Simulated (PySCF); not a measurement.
GaH$_{3}$, singlet in aug-cc-pVDZ: errors against RCCSDT(Q)

Geometry: that of the GaH3⁺, doublet, kept fixed.

```
atom   x (Å)    y (Å)    z (Å)
  Ga  0.0000   0.0253   0.0000
   H  0.0000  -2.0473   0.0000
   H  0.0000   0.1474  -1.5272
   H  0.0000   0.1474   1.5272
```

Basis aug-cc-pVDZ; PySCF 2.14.0. Only valence electrons are correlated (noble-gas cores and the filled d shells of p-block atoms frozen), which leaves 6 electrons in 49 orbitals. Prefix R: restricted or restricted open-shell reference. No spin–orbit coupling is included, and no scalar relativity.

Full CI isn't at hand for all of this; RCCSDT(Q) serves as the reference, and is uncertain by the last step of the cluster series or more.

The T1 diagnostic (ROHF- or RHF-based CCSD) is 0.0147. The largest doubles amplitude (ROHF- or RHF-based CCSD) is 0.055.

```json
{"level": "RMP2", "E − E(RHF) (eV)": "-2.2518"}
{"level": "RCCSD", "E − E(RHF) (eV)": "-2.9838"}
{"level": "RCCSD(T)", "E − E(RHF) (eV)": "-3.0348"}
```

Task: Estimate how far RCCSDT(Q) in aug-cc-pVDZ lies from RCCSD(T). The table doesn't fix it; the size of (T) and the diagnostics are the guide.

Result: RCCSDT(Q) in aug-cc-pVDZ lies 1.7 kJ/mol below RCCSD(T), which is 35 % of the (T) step (-4.9 kJ/mol). The diagnostics give no warning, yet the rest is a sizeable part of (T).

The other levels:

| level | E − E(RCCSDT(Q)) (kJ/mol) | share of correlation (%) | wall time |
| --- | --- | --- | --- |
| RCCSDT | 0.1 | 99.95 | – |

The correlation energy at RCCSDT(Q), counted from RHF, is -3.052 eV. That run took 68 s on 1 thread of Arm Neoverse V1, shared host.

Times are those of the correlated step on a shared host, with one SCF added for the restricted CCSD run; they ran on 1 thread of Arm Neoverse V1.
